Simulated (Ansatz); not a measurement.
This Ansatz (an electronic-structure program) input (PBE0/pcseg-0) gives -537.18096 Eh with 37 basis functions. A basis named .json is the Basis Set Exchange file of that set (core-valence sets with the plain set on hydrogen).

Ansatz 0.2 input:
```yaml
crystal:
  periodic: [false, false, false]
  atoms:
    - {symbol: C, position_ang: [0.01118773, 0.75889942, -0.01238914]}
    - {symbol: C, position_ang: [1.30488840, 1.02329449, 0.00343307]}
    - {symbol: Cl, position_ang: [-0.63700773, -0.85323169, 0.00417952]}
    - {symbol: H, position_ang: [-0.75905041, 1.51625302, -0.03695357]}
    - {symbol: H, position_ang: [2.05291747, 0.24314247, 0.02802818]}
    - {symbol: H, position_ang: [1.63880765, 2.05237986, -0.00839007]}
basis:
  gaussian:
    orbitals: pcseg-0.json
hamiltonian:
  xc: {name: PBE0}
magnetization: {spin_polarized: false}
```

Change:
```diff
- orbitals: pcseg-0.json
+ orbitals: cc-pV_T+d_Z.json
```

**Question.** What does the run give now?

**Answer.** -537.98823 Eh (PBE0/cc-pV(T+d)Z, 141 functions), a change of -807.27 mEh.
